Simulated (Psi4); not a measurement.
# AlH5S (Al(H2S)H3) at BCCD/cc-pVDZ (sfX2C)

Aim: the vertical singlet–triplet gap of AlH5S (Al(H2S)H3) at BCCD/cc-pVDZ (sfX2C), from 2 runs. 

The calculation is run with Psi4 1.11.

2 further runs of the same task are left out: 2 set aside as unsound or not needed.

## (1) The structure to begin with

AlH5S has 7 atoms, charge 0, and is taken as a singlet. SMILES: `[H][Al]([H])([H])<-[SH2]`. The shape comes from GFN2-xTB, which is rough for such elements, and wasn't checked as a minimum.

Bond lengths: Al1–S2 2.471 Å, S2–H3 1.332 Å, S2–H4 1.332 Å, Al1–H5 1.563 Å, Al1–H6 1.577 Å, Al1–H7 1.563 Å. Angles: Al1–S2–H3 90.6°, Al1–S2–H4 90.1°, S2–Al1–H5 96.0°, S2–Al1–H6 92.1°, S2–Al1–H7 95.6°, H3–S2–H4 92.6°, H5–Al1–H6 118.7°, H5–Al1–H7 120.8°, H6–Al1–H7 118.6°.

## (2) The energy at BCCD/cc-pVDZ (sfX2C)

File job.json:

```json
{
 "schema_name": "qcschema_input",
 "schema_version": 1,
 "molecule": {
  "schema_name": "qcschema_molecule",
  "schema_version": 2,
  "symbols": ["Al", "S", "H", "H", "H", "H", "H"],
  "geometry": [0.24528645, -0.41946251, -1.91162805, 0.28691712, -0.4760976, 2.75694034, 0.96867361, 1.94666357, 2.80677242, -2.16464348, 0.0931824, 2.78999165, 3.1788028, -0.35373783, -2.24620406, -1.25882216, 2.15288938, -1.97714486, -1.25621434, -2.94343741, -2.21870855],
  "molecular_charge": 0,
  "molecular_multiplicity": 1,
  "fix_symmetry": "c1",
  "fix_com": true,
  "fix_orientation": true
 },
 "driver": "energy",
 "model": {
  "method": "bccd",
  "basis": "cc-pVDZ"
 },
 "keywords": {
  "freeze_core": true,
  "scf_type": "pk",
  "relativistic": "x2c"
 }
}
```

Run with:

```sh
$ psi4 --qcschema job.json -n 1 --memory 1600MB
```

stdout:

```text
[...]
  Running in c1 symmetry.
[...]
  Nuclear repulsion =   85.549490823894658
[...]
  Multiplicity = 1
[...]
  Nalpha       = 17
  Nbeta        = 17
[...]
    Number of basis functions: 61
[...]
    WARNING: The X2C and Dirac Hamiltonians have substatially different eigenvalues!
             This is probably caused by the recontraction of the basis set.
[...]
   @RHF iter   1:  -643.64699859040195   -4.56085e-01   3.14033e-03 ADIIS/DIIS
[...]
   @RHF iter  10:  -643.68856874676965   -2.16005e-12   5.47924e-09 DIIS
[...]
    Orbital Energies [Eh]
    ---------------------
    Doubly Occupied:
       1A    -92.340435     2A    -58.579101     3A     -9.081853
       4A     -6.722512     5A     -6.721398     6A     -6.719548
       7A     -4.877406     8A     -3.176314     9A     -3.173712
      10A     -3.173655    11A     -1.053255    12A     -0.644473
      13A     -0.584705    14A     -0.550664    15A     -0.437681
      16A     -0.407770    17A     -0.403093
[...]
  @RHF Final Energy:  -643.68856874676965
   => Energetics <=
    Nuclear Repulsion Energy =             85.5494908238946579
    One-Electron Energy =               -1061.1809674507053387
    Two-Electron Energy =                 331.9429078800411048
    Total Energy =                       -643.6885687467695334
[...]
 Multipole Moments:
 ------------------------------------------------------------------------------------
     Multipole            Electronic (a.u.)      Nuclear  (a.u.)        Total (a.u.)
 ------------------------------------------------------------------------------------
 L = 1.  Multiply by 2.5417464519 to convert [e a0] to [Debye]
 Dipole X            :         -7.4779357            7.2471942           -0.2307415
 Dipole Y            :         12.5720902          -12.1750141            0.3970761
 Dipole Z            :        -17.1994109           18.4145874            1.2151765
 Magnitude           :                                                    1.2990631
[...]
      * MP2 total energy                      = -643.919396371943776
[...]
      * CCSD total energy                     = -643.964355389014599
[...]
      * MP2 total energy                      = -643.922074231452257
[...]
      * CCSD total energy                     = -643.964216409263258
[...]
      * MP2 total energy                      = -643.922087116222883
[...]
      * CCSD total energy                     = -643.964217550180479
[...]
```

The result, in JSON:

```text
{
 "driver": "energy",
 "model": {
  "method": "bccd",
  "basis": "cc-pVDZ"
 },
 "success": true,
 "return_result": -643.9642175501805,
 "properties": {
  "calcinfo_nbasis": 61,
  "calcinfo_nmo": 61,
  "calcinfo_nalpha": 17,
  "calcinfo_nbeta": 17,
  "calcinfo_natom": 7,
  "nuclear_repulsion_energy": 85.54949082389466,
  "return_energy": -643.9642175501805,
  "scf_one_electron_energy": -1061.1809674507053,
  "scf_two_electron_energy": 331.9429078800411,
  "scf_dipole_moment": [-0.23074147775357723, 0.39707612083640953, 1.215176510265188],
  "scf_total_energy": -643.6885687467696,
  "scf_iterations": 10,
  "mp2_same_spin_correlation_energy": -0.03936732560181924,
  "mp2_opposite_spin_correlation_energy": -0.19146029957102254,
  "mp2_singles_energy": -1.1829508151913959e-26,
  "mp2_doubles_energy": -0.23082762517284178,
  "mp2_correlation_energy": -0.23082762517284178,
  "mp2_total_energy": -643.9193963719438,
  "ccsd_same_spin_correlation_energy": -0.03974444514820341,
  "ccsd_opposite_spin_correlation_energy": -0.23604219709544244,
  "ccsd_singles_energy": 0.0,
  "ccsd_doubles_energy": -0.27578664224364585,
  "ccsd_correlation_energy": -0.2757866422436458,
  "ccsd_total_energy": -643.9643553890146,
  "ccsd_iterations": 9
 }
}
```

Run time: 14 s. Hardware: 1 thread of Intel Xeon Platinum 8488C (Sapphire Rapids), shared host; peak memory 0.3 GiB.

## (3) The triplet, same level

File input.in:

```
memory 1.6 GB

molecule system {
  0 3
  Al     0.129800    -0.221970    -1.011590
  S      0.151830    -0.251940     1.458910
  H      0.512600     1.030130     1.485280
  H     -1.145480     0.049310     1.476400
  H      1.682150    -0.187190    -1.188640
  H     -0.666140     1.139260    -1.046260
  H     -0.664760    -1.557600    -1.174090
  symmetry c1
  no_reorient
  no_com
}

set basis cc-pVDZ
set reference uhf
set freeze_core true
set scf_type pk
set relativistic x2c

energy_value = energy("bccd")
print_variables()
```

Run with:

```sh
$ psi4 -n 1 input.in input.out
```

input.out, cut to the lines that bear on the results:

```text
[...]
  Running in c1 symmetry.
[...]
  Nuclear repulsion =   85.549490768182579
[...]
  Multiplicity = 3
[...]
  Nalpha       = 18
  Nbeta        = 16
[...]
    Number of basis functions: 61
[...]
    WARNING: The X2C and Dirac Hamiltonians have substatially different eigenvalues!
             This is probably caused by the recontraction of the basis set.
[...]
   @UHF iter   1:  -643.34267409910797   -1.51760e-01   4.01545e-03 ADIIS/DIIS
[...]
   @UHF iter  19:  -643.45101452556605   -2.88765e-11   8.79407e-09 DIIS
[...]
   @S^2 Observed:                2.006700288E+00
[...]
  @UHF Final Energy:  -643.45101452556605
   => Energetics <=
    Nuclear Repulsion Energy =             85.5494907681825794
    One-Electron Energy =               -1060.1980297057625648
    Two-Electron Energy =                 331.1975244120138768
    Total Energy =                       -643.4510145255661655
  UHF NO Occupations:
  HONO-2 :   16  A 1.9975505
  HONO-1 :   17  A 1.0000000
[...]
 Multipole Moments:
 ------------------------------------------------------------------------------------
     Multipole            Electronic (a.u.)      Nuclear  (a.u.)        Total (a.u.)
 ------------------------------------------------------------------------------------
 L = 1.  Multiply by 2.5417464519 to convert [e a0] to [Debye]
 Dipole X            :         -8.0182013            7.2471942           -0.7710072
 Dipole Y            :         13.5069088          -12.1750141            1.3318947
 Dipole Z            :        -16.0825762           18.4145874            2.3320112
 Magnitude           :                                                    2.7940422
[...]
      * MP2 total energy                      = -643.672568724897815
[...]
      * CCSD total energy                     = -643.718802758494576
[...]
      * MP2 total energy                      = -643.681274674166389
[...]
      * CCSD total energy                     = -643.718439500291424
[...]
      * MP2 total energy                      = -643.681274640865468
[...]
      * CCSD total energy                     = -643.718439507830681
[...]
```

Run time: 1.7 min. Hardware: 1 thread of Intel Xeon Platinum 8488C (Sapphire Rapids), shared host; peak memory 0.3 GiB.

## (4) Results

At BCCD/cc-pVDZ (sfX2C), 10 core orbitals frozen:

```
                                                           quantity          value
                                              singlet: total energy  -643.96422 Eh
                       singlet: HOMO energy (Hartree–Fock orbitals)      -10.97 eV
                       singlet: LUMO energy (Hartree–Fock orbitals)        2.70 eV
                     singlet: HOMO–LUMO gap (Hartree–Fock orbitals)       13.67 eV
              singlet: correlation energy (10 core orbitals frozen)     -275.6 mEh
                                              triplet: total energy  -643.71844 Eh
triplet: HOMO energy (Hartree–Fock orbitals) (highest over α and β)       -3.80 eV
 triplet: LUMO energy (Hartree–Fock orbitals) (lowest over α and β)       -2.50 eV
              triplet: correlation energy (10 core orbitals frozen)     -267.4 mEh
                         triplet: ⟨S²⟩ of the reference determinant          2.007
                   vertical energy of the triplet above the singlet       6.688 eV
```

**Reading.** At this shape the triplet lies 6.69 eV (154 kcal/mol) above the singlet.
